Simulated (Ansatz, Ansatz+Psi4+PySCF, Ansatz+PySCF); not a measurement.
```yaml
atoms:
  - { symbol: C, position_ang: [0.0000, 0.0000, 0.0000] }
  - { symbol: O, position_ang: [-0.4840, -0.1044, -1.1477] }
  - { symbol: O, position_ang: [-0.4953, 0.9082, 0.7016] }
  - { symbol: H, position_ang: [0.8020, -0.6583, 0.3653] }
```

Basis set: cc-pVTZ (spherical functions). Left uncorrelated: 3 orbitals. Correlation on ROHF uses semicanonical orbitals with singles. Charge 0, multiplicity 2.

Computed with Ansatz (development build ahead of 0.2.0); each method stands on the lowest determinant of its kind that the runs found.

Task: Give the atomization energy at this shape (free ground-state atoms in the same class of orbitals less the molecule, no zero-point energy) of doublet CHO2 by ROHF-MP2, UHF-MP2, UHF, ROHF.

Result:

| method | atomization energy |
| --- | --- |
| ROHF-MP2 | 1556.6 kJ/mol |
| UHF-MP2 | 1484.5 kJ/mol |
| UHF | 988.1 kJ/mol |
| ROHF | 1005.1 kJ/mol |

Caution: the determinant may break the point group; the shape is not the minimum. Caution for UHF-MP2: another reference gives a lower total. Caution for UHF-MP2, UHF: the unrestricted determinant is spin contaminated.
